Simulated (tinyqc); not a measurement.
Inside a calculation. Method: geometry optimisation on the UHF/sto-6g surface (energies and gradients from PySCF), for H2O, spin multiplicity 3. Computed by tinyqc, a small Python program that keeps every step (integrals from PySCF). Settings: charge = 0, multiplicity = 3, basis = sto-6g, optimiser = bfgs, first Hessian = 0.3, largest step = 0.5, iteration cap = 30. Command: `OMP_NUM_THREADS=1 python tinyqc.py 28750 28751 out.jsonl` (the two numbers bound the seeds that draw the settings). One thread of a shared host (Intel(R) Xeon(R) Processor @ 2.60GHz), about 4 s of CPU time with the checks.

## Step 1: energy and gradient

positions at the start (bohr), order 1O, 2H, 3H:
```
[[-0.028346, 0.056692, 0.020787],
 [0.043464, 1.417295, 1.169740],
 [-0.009449, -1.277455, 1.118718]]
```

Self-consistent energy and analytic gradient at these positions.

energy = -75.26054933 hartree

gradient (hartree/bohr), order 1O, 2H, 3H:
```
[[0.01946874, 0.13641246, 0.42079329],
 [-0.01795348, -0.37473592, -0.27100534],
 [-0.00151526, 0.23832346, -0.14978795]]
```

## Step 1: move

Quasi-Newton step p = -H^(-1) g (first H = 0.3 times the unit matrix); steps longer than 0.5 bohr are cut back (factor 0.214 here).

positions after step 1 (bohr), order 1O, 2H, 3H:
```
[[-0.042259, -0.040797, -0.279938],
 [0.056294, 1.685104, 1.363418],
 [-0.008366, -1.447776, 1.225766]]
```

## Step 2: energy and gradient

As before.

energy = -75.46153273 hartree

gradient (hartree/bohr), order 1O, 2H, 3H:
```
[[0.00555334, 0.17030249, 0.05825607],
 [-0.00705870, -0.13189642, -0.11380772],
 [0.00150536, -0.03840607, 0.05555166]]
```

## Step 2: move

inverse Hessian in use (bohr^2/hartree):
```
[[3.332234, 0.014809, -0.034357, 0.000682, 0.016885, 0.009054, 0.000418, -0.031694, 0.025303],
 [0.014809, 3.594854, 0.245910, -0.015983, -0.315068, -0.249973, 0.001174, 0.053547, 0.004062],
 [-0.034357, 0.245910, 2.361968, 0.024506, 0.568686, 0.343040, 0.009850, -0.814597, 0.628325],
 [0.000682, -0.015983, 0.024506, 3.333010, -0.009180, -0.003728, -0.000359, 0.025162, -0.020779],
 [0.016885, -0.315068, 0.568686, -0.009180, 3.090814, -0.114627, -0.007705, 0.557588, -0.454059],
 [0.009054, -0.249973, 0.343040, -0.003728, -0.114627, 3.294377, -0.005326, 0.364600, -0.304084],
 [0.000418, 0.001174, 0.009850, -0.000359, -0.007705, -0.005326, 3.333275, 0.006531, -0.004524],
 [-0.031694, 0.053547, -0.814597, 0.025162, 0.557588, 0.364600, 0.006531, 2.722198, 0.449997],
 [0.025303, 0.004062, 0.628325, -0.020779, -0.454059, -0.304084, -0.004524, 0.449997, 3.009092]]
```

Quasi-Newton step p = -H^(-1) g (the inverse Hessian comes from BFGS updates; coordinates in the order x, y, z of each atom); steps longer than 0.5 bohr are cut back (factor 0.495 here).

positions after step 2 (bohr), order 1O, 2H, 3H:
```
[[-0.051367, -0.385009, -0.344961],
 [0.068828, 1.913770, 1.568099],
 [-0.011792, -1.332230, 1.086107]]
```

## Convergence

Stop when the largest gradient component is below 3e-5 hartree/bohr. The inverse Hessian follows the BFGS update with s = step, y = change of gradient.

Course of the optimisation:
```
step   E (hartree)  largest gradient (hartree/bohr)
1     -75.26054933                         4.21e-01
2     -75.46153273                         1.70e-01
3     -75.51292770                         1.50e-01
4     -75.53134285                         3.05e-02
5     -75.53571567                         2.32e-02
6     -75.54306555                         1.15e-02
7     -75.54603968                         6.51e-03
8     -75.54787831                         3.62e-03
9     -75.54879257                         2.23e-03
10    -75.54925498                         2.52e-03
11    -75.54949194                         9.73e-04
12    -75.54960498                         2.70e-03
13    -75.54967103                         1.17e-03
14    -75.54969032                         4.34e-03
15    -75.54970670                         9.27e-04
16    -75.54971585                         1.77e-04
17    -75.54972300                         1.29e-03
18    -75.54972616                         7.72e-04
19    -75.54972872                         4.36e-04
20    -75.54973013                         3.64e-04
21    -75.54973108                         1.96e-04
22    -75.54971979                         3.66e-03
23    -75.54973127                         1.50e-04
24    -75.54973143                         1.12e-04
25    -75.54972658                         2.50e-03
26    -75.54973159                         1.36e-04
27    -75.54973173                         1.06e-04
28    -75.54972674                         2.48e-03
29    -75.54973183                         1.04e-04
30    -75.54973192                         8.08e-05
```

Distances after the last move, whose energy is not in the table (angstrom):
```
pair   distance
2H-1O  4.830500
3H-1O  1.014098
3H-2H  4.125557
```

Not converged within 30 steps: the energy rises at some steps, so steps overshoot. Reruns: method bfgs, first Hessian 0.6, largest step 0.3: converged in 23 (E = -75.54973).
